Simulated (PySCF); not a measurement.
Isomers of C4H4O, one conformer each; single-point electronic energies without zero-point terms and without any empirical dispersion term.

Level: PBE0/pcSseg-1 in PySCF, non-relativistic, each on one gas-phase PBE0-D3(BJ)/def2-SVP geometry that isn't relaxed in the solvent. The solvent is an IEF-PCM continuum (Bondi radii, 1.10 Å for H, scaled by 1.2). Only the electrostatic response of the medium enters.

| isomer | relative energy, gas (kJ/mol) | dipole (D) |
| --- | --- | --- |
| furan (`o1cccc1`) | 0.0 | 0.56 |
| 2-cyclobutene-1-one (`C1=CC(=O)C1`) | 81.2 | 3.33 |

**Question.** How do the relative energies look in chloroform (ε = 4.711)?

**Answer.** 
```tsv
isomer	relative energy, solvent (kJ/mol)	E(solvent) − E(gas) (kJ/mol)	dipole in solvent (D)
furan (`o1cccc1`)	0.0	-9.3	0.66
2-cyclobutene-1-one (`C1=CC(=O)C1`)	74.9	-15.6	4.06
```

The order is unchanged. 2-cyclobutene-1-one (`C1=CC(=O)C1`) gains most from the continuum, and it has the largest gas-phase dipole. The gains span 6.3 kJ/mol, the gas-phase energies 81.2 kJ/mol.
